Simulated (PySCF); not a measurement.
# Which setting was changed?

Settings: PySCF, density fitting, no solvent, no relativity; the PBE0-D3(BJ)/def2-SVP geometry of a molecule is the same in every run. Starting from B3LYP/def2-SVPD, one thing was changed at a time: the functional to BHandHLYP, the functional to HF, the functional to PBE, the functional to PBE0.

Changes against B3LYP/def2-SVPD in 4 molecules:

| molecule | changed to | lowest triplet excitation energy (Tamm–Dancoff) (eV) | HOMO energy (eV) | lowest singlet excitation energy (eV) | mean static polarisability (au) |
| --- | --- | --- | --- | --- | --- |
| F[SiH] | BHandHLYP | -0.05 | -1.21 | +0.10 | -0.8 |
| F[SiH] | HF | -0.45 | -2.75 | +0.24 | -1.2 |
| F[SiH] | PBE | -0.11 | +0.96 | -0.13 | +0.9 |
| F[SiH] | PBE0 | -0.14 | -0.17 | -0.03 | 0.0 |
| ClCCCCCl | BHandHLYP | +0.40 | -1.53 | +0.52 | -2.6 |
| ClCCCCCl | HF | +0.95 | -3.57 | +1.23 | -5.0 |
| ClCCCCCl | PBE | -0.36 | +1.14 | -0.63 | +2.2 |
| ClCCCCCl | PBE0 | +0.09 | -0.25 | +0.17 | -0.8 |
| F[BH-]1[NH2+][BH2-][NH2+]1 | BHandHLYP | +0.82 | -1.59 | +0.90 | -2.2 |
| F[BH-]1[NH2+][BH2-][NH2+]1 | HF | +1.67 | -3.74 | +2.04 | -4.3 |
| F[BH-]1[NH2+][BH2-][NH2+]1 | PBE | -0.66 | +1.26 | -0.68 | +1.8 |
| F[BH-]1[NH2+][BH2-][NH2+]1 | PBE0 | +0.22 | -0.18 | +0.25 | -0.5 |
| CC/C(C)=N\C | BHandHLYP | +0.27 | -1.63 | +0.33 | -2.7 |
| CC/C(C)=N\C | HF | -0.03 | -3.85 | +0.82 | -5.0 |
| CC/C(C)=N\C | PBE | -0.23 | +1.23 | -0.25 | +2.2 |
| CC/C(C)=N\C | PBE0 | 0.00 | -0.22 | +0.07 | -0.8 |

For `C=C(C)CNC` the B3LYP/def2-SVPD run gave lowest triplet excitation energy (Tamm–Dancoff) 4.38 eV, HOMO energy -6.28 eV, lowest singlet excitation energy 5.40 eV, mean static polarisability 74.4 au. The changed runs lost their labels:

```tsv
run	lowest triplet excitation energy (Tamm–Dancoff) (eV)	HOMO energy (eV)	lowest singlet excitation energy (eV)	mean static polarisability (au)
A	4.33	-5.08	4.42	76.6
B	4.23	-7.87	6.46	71.9
C	3.74	-9.58	7.39	69.8
D	4.29	-6.49	5.61	73.6
```

**Question.** Which run belongs to which change?

**Answer.** A: PBE; B: BHandHLYP; C: HF; D: PBE0.

| run | change of lowest triplet excitation energy (Tamm–Dancoff) (eV), here / mean of the others | change of HOMO energy (eV), here / mean of the others | change of lowest singlet excitation energy (eV), here / mean of the others | change of mean static polarisability (au), here / mean of the others | next best match |
| --- | --- | --- | --- | --- | --- |
| A | -0.05 / -0.34 | +1.20 / +1.15 | -0.98 / -0.42 | +2.2 / +1.8 | PBE0 |
| B | -0.15 / +0.36 | -1.59 / -1.49 | +1.06 / +0.46 | -2.5 / -2.1 | PBE0 |
| C | -0.64 / +0.53 | -3.30 / -3.48 | +1.99 / +1.08 | -4.6 / -3.9 | BHandHLYP |
| D | -0.09 / +0.04 | -0.21 / -0.20 | +0.21 / +0.11 | -0.8 / -0.5 | BHandHLYP |

Each run is given to the change whose mean effect on the other molecules lies nearest, every quantity measured in units of its scatter between molecules.

**Question.** Would one quantity have been enough? Give each run to the change with the nearest mean effect on that quantity alone.

**Answer.** HOMO energy: 4 of 4 runs rightly; mean static polarisability: 4 of 4 runs rightly; lowest singlet excitation energy: 3 of 4 runs rightly; lowest triplet excitation energy (Tamm–Dancoff): 1 of 4 runs rightly.

Only sets that this rule tells apart clearly are shown.
